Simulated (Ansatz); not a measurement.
Consider the atomization: `C=CNC` → 3 C• + 7 H• + N•.

Gas-phase electronic energies from Ansatz, PBE0-D4/def2-TZVP geometries. CCSD(T)/CBS is the MP2 limit (def2-TZVPP, def2-QZVPP) plus CCSD(T) − MP2 in def2-TZVPP, frozen cores. This one scheme is used for every species, atoms too. DFT in def2-TZVPP. HSE06 is defined as in plane-wave codes. Open shells (•) are unrestricted, without spin–orbit coupling. Spin–orbit coupling would lower the free atoms: a little for C. One conformer a species, not always the lowest.

| level | ΔE (eV) |
| --- | --- |
| B97M-V | 44.49 |
| PBE0-D4 | 44.79 |
| BHLYP-D4 | 43.34 |
| PBE0 | 44.65 |
| r2SCANh | 44.19 |
| r2SCAN0 | 43.83 |
| HSE06 | 44.70 |
| MP2/def2-QZVPP | 44.39 |

(1) What does CCSD(T)/CBS give? (Estimate.)

Largest T1 diagnostic among the species: 0.011.

Results:

(1) Ansatz gave: +44.36 eV. The listed levels differ from it by 0.13, 0.43, -1.02, 0.29, -0.17, -0.53, 0.34, 0.03 eV.

Leaving LDA and LC-ωPBE aside and taking each functional with its dispersion term where it has one, the values, not all of them listed here, spread over 2.28 eV, from BHLYP-D4 to PBE-D4. LDA lies +5.49 eV from PBE without D4, its usual overbinding. From PBE to PBE0 (25 % exact exchange), in def2-TZVPP and without D4, ΔE moves by −0.81 eV: exact exchange takes away binding that semilocal exchange gives to molecules.

For atomizations the MP2-based limit and the directly extrapolated one differ by several kJ/mol either way, and by 10 to 25 for some Ge, Se and Sn compounds, so smaller differences from it don't rank the levels.
